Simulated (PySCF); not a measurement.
# Protonation sites of nitrogen molecule

Parent: nitrogen molecule, `N#N` (N2). Atom numbers as in the mapped SMILES `[N:1]#[N:2]`.

Computed at M06-2X/def2-TZVP // PBE0-D3(BJ)/def2-SVP with PySCF (density fitting, grid level 3). Zero-point and thermal terms (298.15 K, 1 bar) come from unscaled PBE0-D3(BJ)/def2-SVP harmonic frequencies, with soft modes damped to free rotors in the entropy.

```csv
site,product,PA / kcal/mol,GB / kcal/mol
N1 (nitrogen),N#[NH+],114.8,107.8
```

PA is −ΔH and GB is −ΔG of B + H⁺ → BH⁺ in the gas phase.

Against the Active Thermochemical Tables (version 1.112): N1 491 (computed 480, error -10) kJ/mol.

Measured values (NIST Chemistry WebBook, evaluated or the median of agreeing entries): proton affinity (−ΔH) 494 kJ/mol (computed 480, difference -13); gas-phase basicity (−ΔG) 464 kJ/mol (computed 451, difference -13).

Structures, frequencies and single points took 8.7 s of wall time on 1 thread of Arm Neoverse V1 (shared host), launched as `OMP_NUM_THREADS=1 python redox_run.py task.json out`.

Differences come from unrounded values, so a last digit can differ from that of the printed terms.
